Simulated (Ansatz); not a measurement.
# C2H5F2NO: one species, many methods

Aim: compute C2H5F2NO with functionals from several rungs and with coupled cluster, and see how far each lands from CCSD(T) at the basis-set limit for the atomisation energy.

Method: functionals in def2-TZVPP, the program's frozen cores in correlated methods; program: Ansatz 0.2.0, Gaussian basis.

The runs, in order: LDA (SPW92), PBE-D4, revPBE-D4, BLYP-D4, r2SCAN-D4, B97M-V, PBE0-D4, B3LYP-D4, r2SCANh-D4, r2SCAN0-D4, HSE06-D4, BHLYP-D4, CAM-B3LYP-D4, LC-ωPBE, ωB97X-V, ωB97M-V, B2PLYP, PBE-QIDH; CCSD(T)/def2-SVP; CCSD(T)/def2-TZVPP; MP2/def2-QZVPP; extrapolation to the limit; RPA on PBE.

### 1 The geometry

The geometry comes from an earlier relaxation with PBE0-D4 in a triple-zeta def2 set; it is a stationary point, not always the lowest conformer.

11 atoms, charge 0, spin multiplicity 1.

Atoms are counted from 1 here; the program's logs count them from 0.

Bond lengths: N1–C2 1.452 Å, N1–H7 1.012 Å, N1–H8 1.010 Å, C2–C3 1.521 Å, C2–H9 1.091 Å, C2–H10 1.095 Å, C3–O4 1.346 Å, C3–F5 1.373 Å, C3–F6 1.346 Å, O4–H11 0.975 Å. Angles: C2–N1–H7 111.4°, C2–N1–H8 111.9°, H7–N1–H8 108.2°, N1–C2–C3 107.9°, N1–C2–H9 109.1°, N1–C2–H10 115.3°, C3–C2–H9 107.0°, C3–C2–H10 108.7°, H9–C2–H10 108.5°, C2–C3–O4 112.6°, C2–C3–F5 108.7°, C2–C3–F6 110.5°, O4–C3–F5 110.2°, O4–C3–F6 109.2°, F5–C3–F6 105.6°, C3–O4–H11 104.6°.

### 2 LDA

This LDA is Slater exchange with PW92 correlation.

File in.yaml:

```yaml
crystal:
  periodic: [false, false, false]
  atoms:
    - {symbol: N, position_ang: [0.380964, -1.212597, -0.472304]}
    - {symbol: C, position_ang: [0.609021, -0.055787, 0.374940]}
    - {symbol: C, position_ang: [-0.517283, 0.936008, 0.126490]}
    - {symbol: O, position_ang: [-1.725655, 0.345592, 0.081758]}
    - {symbol: F, position_ang: [-0.269193, 1.596057, -1.051332]}
    - {symbol: F, position_ang: [-0.525086, 1.887613, 1.078834]}
    - {symbol: H, position_ang: [0.710636, -1.051294, -1.415184]}
    - {symbol: H, position_ang: [0.840910, -2.037113, -0.114923]}
    - {symbol: H, position_ang: [0.540440, -0.359740, 1.420541]}
    - {symbol: H, position_ang: [1.565875, 0.454323, 0.223763]}
    - {symbol: H, position_ang: [-1.545030, -0.560059, -0.232083]}
basis:
  gaussian: {orbitals: def2-TZVPP}
hamiltonian: {xc: lda}
output: {orbitals: {seedname: orbitals}}
```

Started as:

```bash
> ansatz run in.yaml --threads 4 --pin off --events-out ev --progress --plain --max-ram 10444MiB
```

Further steps of the session: PBE-D4 (GGA); revPBE-D4 (GGA); BLYP-D4 (GGA); r2SCAN-D4 (meta-GGA); B97M-V (meta-GGA); B3LYP-D4 (hybrid); r2SCANh-D4 (hybrid); r2SCAN0-D4 (hybrid); HSE06-D4 (hybrid); BHLYP-D4 (hybrid); CAM-B3LYP-D4 (range-separated); LC-ωPBE (range-separated); ωB97X-V (range-separated); ωB97M-V (range-separated); B2PLYP (double hybrid); PBE-QIDH (double hybrid); CCSD(T) in def2-SVP; CCSD(T) in def2-TZVPP; MP2 in def2-QZVPP; RPA on PBE orbitals.

**Question.** What will the summary of the whole plan be? Wanted: atomisation energy, CCSD(T)/CBS; farthest beyond LDA; mean size of error, GGA; mean size of error, meta-GGA; mean size of error, hybrid; mean size of error, range-separated; mean size of error, double hybrid; gap, smallest and largest; T1 diagnostic.

As calculated:

```
                               quantity                                                                                 value
        atomisation energy, CCSD(T)/CBS                                                                         4267.8 kJ/mol
 functionals within 21.3 kJ/mol (0.5 %)  revPBE-D4, BLYP-D4, r2SCAN-D4, B97M-V, PBE0-D4, B3LYP-D4, HSE06-D4, LC-ωPBE, ωB97X-V
                    farthest beyond LDA                                                              BHLYP-D4 (-201.9 kJ/mol)
                mean size of error, GGA                                                                           57.4 kJ/mol
           mean size of error, meta-GGA                                                                            9.2 kJ/mol
             mean size of error, hybrid                                                                           64.2 kJ/mol
    mean size of error, range-separated                                                                           22.1 kJ/mol
      mean size of error, double hybrid                                                                           44.4 kJ/mol
              gap, smallest and largest                                                 6.18 eV (BLYP-D4), 13.64 eV (LC-ωPBE)
                          T1 diagnostic                                                                                0.0111
triples share of the correlation energy                                                                                 3.4 %
```

In words: LDA overbinds by 806.9 kJ/mol (19 %). PBE-D4 is off by +151.4 kJ/mol. Double hybrids carry the basis error of their MP2 part in triple zeta, and no dispersion term here, so their miss is partly the set-up's. Taken by rung, meta-GGA functionals do best (9.2 kJ/mol on average) and hybrid ones worst beyond LDA (64.2 kJ/mol). GGA functionals lie within the reference's doubt of that worst mean (57.4 kJ/mol), so those two tie. The mean of the hybrids holds BHLYP, with half exact exchange. The reference freezes the cores and leaves out relativity and excitations past (T), so misses under about 21.3 kJ/mol can't be ranked. Hartree-Fock recovers 68 % of the binding; the rest is correlation. CCSD(T) in def2-SVP is off by -233.9 kJ/mol, more than most functionals: a good method in a small basis is no reference. Orbital gaps span 6.2 to 13.6 eV; exact exchange widens them.
